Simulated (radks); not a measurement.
# N²⁺ in [He] 2s2 2p1: an all-electron calculation

Wanted: eigenvalues, radial structure and energy terms of the nitrogen ion N2+.

The numbers are computed with radks (a radial shooting solver on a logarithmic mesh, Libxc functionals) version 1 (non-relativistic Kohn-Sham, PBE, spin-unpolarised, spherical densities, point nucleus), except any that are marked as measured or tabulated.

### Step 1. What is computed

| Property | Result |
| --- | --- |
| element | nitrogen (Z = 7) |
| charge | +2 |
| electrons | 5 |
| configuration | [He] 2s2 2p1 |

Outer shells as boxes (Hund's rule):

N²⁺
```
[He] core
2s [↑↓]
2p [↑ ][  ][  ]
```

### Step 2. Self-consistent calculation

Settings of this run:

```text
Z 7
configuration [He] 2s2 2p1
relativity non-relativistic
functional pbe,pbe
spin unpolarised
nucleus point
```

What does the calculation give?

The runs gave:

| quantity | value |
| --- | --- |
| total energy | -52.86079 hartree |
| exchange-correlation share of it | 10.80 % |
| −T/E | 0.9978 |
| highest occupied level | 2p, -37.515 eV |
| most extended occupied level | 2s, <r> = 1.17 bohr |
| radius at density 0.001 e/bohr³ | 2.69 bohr |
| maxima of the radial density | 2 |
| ionisation energy, NIST | 47.445 (semi-emp.) eV |

The radial density shows 2 maxima for 2 occupied principal shells. The ratio −T/E is 0.9978; for a non-relativistic Coulomb system it is 1 up to the kinetic part of correlation. The top level binds by 37.515 eV, 79 % of the NIST ionisation energy of 47.445 eV; the potential of a semilocal functional falls off too fast, so its top eigenvalue is too shallow. Spin polarisation and multiplet splitting are left out.
